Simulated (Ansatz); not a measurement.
Energy needed to pull apart BSiNH$_{3}$, doublet, into free ground-state atoms, from the structure below (displaced at random from a GFN2-xTB minimum); no zero-point or spin–orbit terms; open-shell atoms are treated unrestricted, in their ground-state multiplicity.

```xyz
6
angstrom
B -0.9132 -0.3520 -0.3711
N 0.3058 0.1812 -0.4651
Si -0.0374 0.6127 1.2194
H -1.7123 -0.7032 -1.0192
H 1.1027 0.2427 -1.4300
H 1.1197 0.2616 1.9332
```

Program: Ansatz 0.2.0. Basis: def2-TZVPP. Cores are frozen in the correlated methods; orbitals are unrestricted.

| method | atomization energy (kJ/mol) |
| --- | --- |
| PBE-D4 | 1917 |
| r2SCAN-D4 | 1873 |
| PBE0-D4 | 1862 |
| CAM-B3LYP-D4 | ? |
| wB97X-V | 1855 |
| wB97M-V | 1861 |
| HF | 1240 |
| MP2 | ? |
| CCSD | 1728 |
| CCSD(T) | 1768 |

(1) What does MP2 give? (To be estimated.)

(2) What does CAM-B3LYP-D4 give? (Judge from chemistry; the value comes from the calculation.)

No T1 diagnostic of these runs exceeds 0.024. ⟨S²⟩ of the unrestricted Hartree–Fock references: 0.79 (a pure state has 0.75).

Answers

(1) The calculation gives: 1798 kJ/mol, which is about 30 kJ/mol more than CCSD(T)/def2-TZVPP.

(2) Computed: 1867 kJ/mol, which is about 99 kJ/mol more than CCSD(T)/def2-TZVPP.

In triple zeta the MP2 and coupled-cluster atomization energies are still short of their basis limit by a few kcal/mol a bond, whereas those of the functionals are nearly converged, so these differences are not deviations from converged CCSD(T).

For scale, one of the runs: CCSD(T)/def2-TZVPP forces, 146 basis functions (an equivalent command: `ansatz run in.yaml --threads 4`). Hardware: 4 CPU threads, shared host. Wall time 85 s; peak host memory 3.7 GiB.
